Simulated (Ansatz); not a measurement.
Relaxation of C₂H₄NO (8 atoms, charge -1, multiplicity 1), to a largest force component of 0.02 eV/Å in at most 50 steps.

Theory: Ansatz, UKS PBE0-D4/def2-SVP.

```xyz
8
Properties=species:S:1:pos:R:3
C 0.122 0.933 -0.461
O 0.061 -0.405 -0.746
C -0.163 -1.309 0.587
N -0.261 -0.890 1.690
H 0.182 -0.321 -1.725
H 0.957 1.172 0.222
H -0.802 1.293 0.027
H -0.178 -2.294 0.077
```

Question: Where does it end, and by what steps?

Answer: It converged. Limits of this set-up: an anion without diffuse functions, the dipole of an ion depends on the origin. After 23 steps the energy has fallen by 2.186 eV; N4 moved furthest, 1.50 Å. Parted: O2–C3.

| step | energy less start (eV) | largest force component (eV/Å) | accepted |
| --- | --- | --- | --- |
| 0 | 0.0000 | 4.765 | yes |
| 1 | -0.6319 | 1.959 | yes |
| 2 | -0.9677 | 1.113 | yes |
| 3 | -1.0375 | 1.771 | yes |
| 4 | -1.1513 | 1.104 | yes |
| 5 | -1.2155 | 0.499 | yes |
| 6 | -1.0365 | 2.388 | no |
| 7 | -1.2505 | 0.374 | yes |
| 8 | -1.2695 | 0.370 | yes |
| 9 | -1.3261 | 0.897 | yes |
| 10 | -1.4728 | 1.108 | yes |
| 11 | -1.6674 | 0.690 | yes |
| 12 | -1.8411 | 0.766 | yes |
| 13 | -1.8692 | 4.127 | yes |
| 14 | -2.0530 | 1.639 | yes |
| 15 | -1.9441 | 1.550 | no |
| 16 | -2.1025 | 0.989 | yes |
| 17 | -2.1458 | 0.281 | yes |
| 18 | -2.1538 | 1.174 | yes |
| 19 | -2.1797 | 0.115 | yes |
| 20 | -2.1799 | 0.264 | yes |
| 21 | -2.1843 | 0.138 | yes |
| 22 | -2.1858 | 0.085 | yes |
| 23 | -2.1860 | 0.017 | yes |

```xyz
8
Properties=species:S:1:pos:R:3
C 0.048 1.179 -0.784
O 0.474 -0.277 -0.969
C -0.337 -1.628 1.162
N -0.665 -2.286 2.062
H 0.003 -0.518 -1.768
H 0.980 1.626 -0.346
H -0.615 1.126 0.128
H 0.029 -1.041 0.185
```

Run time: 48 s on 2 threads of Arm Neoverse V1 (shared host), peak memory 0.2 GiB.
